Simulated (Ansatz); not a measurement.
# Molecular dynamics, step by step

CHOSi (SMILES O=C=[SiH+]) (charge +1), singlet, PBE0-D4/def2-SVP (Ansatz 0.2.0). Settings (timestep in fs, temperature in K; T counts 6 degrees of freedom):

```yaml
hamiltonian: {xc: pbe0, dispersion: d4}
md: {n_steps: 80, timestep: 0.25, temperature: 300, ensemble: nvt_nose_hoover, seed: 458, initial_velocities: maxwell_boltzmann}
```

Start (the SMILES describes the start alone):

```
4
angstrom
O -0.6053 0.0116 1.8124
C -0.2864 -0.0727 0.7407
Si 0.5801 0.6028 -0.8340
H 0.3116 -0.5417 -1.7192
```

```
step  time (fs)  potential energy less the start (meV)  kinetic energy (meV)  T (K)
   0       0.00                                    0.0                  77.6    300
   5       1.25                                   23.4                  54.2    210
  10       2.50                                   37.2                  40.4    156
  15       3.75                                   35.5                  42.1    163
  20       5.00                                   24.8                  52.8    204
  25       6.25                                   17.1                  60.5    234
  30       7.50                                   18.8                  58.8    227
  35       8.75                                   25.2                  52.5    203
  40      10.00                                   24.9                  52.9    205
  45      11.25                                   10.5                  67.3    260
  50      12.50                                  -12.9                  90.8    351
  55      13.75                                  -30.8                 108.7    421
  60      15.00                                  -31.4                 109.4    423
  65      16.25                                  -19.0                  97.1    375
  70      17.50                                  -11.7                  89.8    347
  75      18.75                                  -21.1                  99.3    384
  80      20.00                                  -39.4                 117.6    455
```

Step 5, positions (Å) and forces (eV/Å):

| atom | x | y | z | Fx | Fy | Fz |
| --- | --- | --- | --- | --- | --- | --- |
| O1 | -0.602 | 0.015 | 1.807 | -0.501 | -0.195 | 1.199 |
| C2 | -0.289 | -0.078 | 0.743 | -0.089 | -0.319 | -0.208 |
| Si3 | 0.579 | 0.602 | -0.832 | 0.937 | 1.437 | -0.663 |
| H4 | 0.321 | -0.523 | -1.725 | -0.347 | -0.922 | -0.328 |

Step 65, positions (Å) and forces (eV/Å):

```csv
atom,x,y,z,Fx,Fy,Fz
O1,-0.599,0.036,1.820,-0.730,-0.332,1.663
C2,-0.324,-0.149,0.761,0.541,0.453,-0.939
Si3,0.595,0.622,-0.850,0.359,0.550,-0.207
H4,0.247,-0.571,-1.634,-0.170,-0.670,-0.518
```

Step 75, positions (Å) and forces (eV/Å):

| atom | x | y | z | Fx | Fy | Fz |
| --- | --- | --- | --- | --- | --- | --- |
| O1 | -0.604 | 0.033 | 1.826 | -0.938 | -0.220 | 2.416 |
| C2 | -0.330 | -0.154 | 0.774 | 0.848 | 0.475 | -1.788 |
| Si3 | 0.601 | 0.627 | -0.860 | 0.180 | 0.220 | -0.158 |
| H4 | 0.221 | -0.596 | -1.604 | -0.090 | -0.475 | -0.470 |

Last step (80):

```
4
angstrom
O -0.6069 0.0315 1.8331
C -0.3314 -0.1564 0.7771
Si 0.6041 0.6301 -0.8656
H 0.2056 -0.6203 -1.6001
```

The run took about 31 s on 2 CPU threads of an Arm Neoverse V2 (shared host).
